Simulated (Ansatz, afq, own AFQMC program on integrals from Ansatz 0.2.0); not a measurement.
Se, triplet: AFQMC among the cluster methods

A free Se atom.

Basis aug-cc-pVDZ. Noble-gas cores (and the filled d shells of Ga–Kr and In–Xe) are frozen. AFQMC by an in-house program on the Cholesky factors that Ansatz 0.2.0 writes for its CCSD(T) run. ph-AFQMC/CISD is guided by a CISD state made of CCSD amplitudes; releasing the constraint for a short imaginary time cuts its bias at the price of noise, slowly where states lie close. Free projection: walkers drawn from exp(T), propagated without any constraint. Its projection time is finite, and what remains of the start isn't in its error. Uncertainties: one standard error, sampling alone. No spin–orbit coupling.

Determinant: UHF, the one that the program's search chose, which needn't be the lowest solution.

Full CI on the same integrals is exact in this basis and with this determinant's frozen core.

Cautions: no relativity below Rb; no spin-orbit coupling; inner d shell frozen.

```
T1 diagnostic                               : 0.0084
weight of the determinant in the CISD state : 0.944
⟨S²⟩ of the determinant                     : 2.008
size of the correlated space                : 6 electrons in 22 orbitals
```

```json
{"level": "MP2", "correlation energy (eV)": "-2.0635"}
{"level": "CCSD", "correlation energy (eV)": "-2.5173"}
{"level": "CCSD(T)", "correlation energy (eV)": "-2.5596"}
```

Q: Estimate where AFQMC with the constraint released lies against CCSD(T) on the same integrals.

A: 1.1 ± 0.06 kJ/mol below CCSD(T).

Reference: full CI, correlation energy -2.572 eV. The released energy is read at 1.50 1/Eh (meV from the phaseless value at times in 1/Eh: -1.2 ± 0.6 at 0.24, -2.3 ± 0.7 at 0.50, -3.9 ± 0.4 at 1.00, -2.9 ± 0.6 at 1.50).

| level | E − E(reference) (kJ/mol) | share of correlation (%) |
| --- | --- | --- |
| CCSD(T) | 1.2 | 99.50 |
| CCSDT | 0.3 | 99.87 |
| CCSDT(Q) | 0.1 | 99.98 |
| CCSDTQ | 0.0 | 100.00 |
| ph-AFQMC/HF | 5.1 ± 1.2 | 97.94 |
| ph-AFQMC/CISD | 0.4 ± 0.06 | 99.84 |
| released AFQMC | 0.1 ± 0.06 | 99.95 |
| free AFQMC | 0.0 ± 0.07 | 99.98 |

CCSDT and higher add their correlation energy to the determinant of the CCSD(T) run, since their own runs factorise the integrals more tightly (a shift of under 2 meV). Free projections are given only where their last times agree within the noise and don't stop above the reference; a slow remainder of the start can still hide under it. A walk keeps the symmetry of its determinant, which the program's search chose and which needn't be the lowest solution, so a lower state of the same spin and another symmetry isn't excluded. Released energies are given only where the last usable release times agree within the noise; a slower fall can still hide under it.
